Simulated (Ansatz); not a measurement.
`O=NO`. The species carries charge 0 and has multiplicity 1.

Cartesian coordinates in Å:
```
O 1.203 -0.864 -0.211
N 0.161 -0.588 0.222
O -0.251 0.673 -0.218
H -1.114 0.779 0.206
```

Question: Give the diagnostics of a CCSD(T)/def2-TZVPP run (frozen core, Ansatz 0.2.0). (Best estimate.)

Answer: Ansatz gave: T1 = 0.0204, largest single amplitude 0.048, largest double 0.075, (T) share of the correlation energy 4.5 %, 11 CCSD cycles. The RHF solution is unstable towards an unrestricted one. T1 lies over the customary mark of 0.02 for closed shells.
